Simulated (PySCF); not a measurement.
Dissociation curve of F₂, singlet.

Method: PySCF 2.14.0 with CCSD(T) on UHF/cc-pVDZ, 2 core orbitals frozen.

Problem. Relative to R = 1.45 Å, what are the energies at R = 1.51, 3.67, 4.09, 5.47 Å?

Solution. 1.0 kcal/mol at 1.51 Å, 26.1 kcal/mol at 3.67 Å, 26.2 kcal/mol at 4.09 Å, 26.2 kcal/mol at 5.47 Å.

The unrestricted determinant behind UCCSD(T) is spin-contaminated at 1.38 to 5.47 Å (<S²> up to 1.0, against 0.00 for a pure singlet).
